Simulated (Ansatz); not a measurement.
A made-up structure of CH5NSi, closed shell:

```tsv
atom	x (Å)	y (Å)	z (Å)
N1	-0.4097	0.4546	-0.9481
C2	-0.0443	0.4902	0.1840
Si3	0.1402	-0.8427	0.9082
H4	-0.4690	-0.4148	-1.5952
H5	-0.8766	1.1947	-1.0857
H6	-0.0481	1.4845	0.8064
H7	0.5612	-2.0453	-0.0708
H8	1.1463	-0.3212	1.8011
```

It is relaxed with PBE-D4/def2-SVP and then PBE0-D4/def2-TZVP (Ansatz 0.2.0). Atoms count as bonded within 1.22 times the sum of their covalent radii (H–H: 0.88 Å). The end point is not checked to be a true minimum.

(1) Does its bonding change? (Judge from chemistry; the calculation decides.)

## Answers

(1) The calculation gives: No: no bond forms or breaks.

Where it ends: The first stage lowers the energy by 4.28 eV in 8 steps. It ends as CH₅NSi ([NH2][CH][SiH2]):
```
atom    x (Å)    y (Å)    z (Å)
  N1  -0.5336   0.6033  -1.1197
  C2  -0.0643   0.4801   0.1354
 Si3   0.2930  -0.9744   1.0975
  H4  -0.5873  -0.2008  -1.7202
  H5  -1.0654   1.4070  -1.4043
  H6  -0.0843   1.4191   0.6875
  H7   0.7079  -2.1130   0.2255
  H8   1.3341  -0.6214   2.0983
```

Labels in which every atom is bracketed show which atoms are joined, not bond orders.

For scale, one of the runs: PBE0-D4/def2-TZVP relaxation, 129 basis functions, launched by `ansatz run in.yaml --threads 2 --pin off --events-out ev --progress --plain --max-ram 4352MiB`. The run took about 26 s on 2 CPU threads of an Arm Neoverse V1 (shared host).
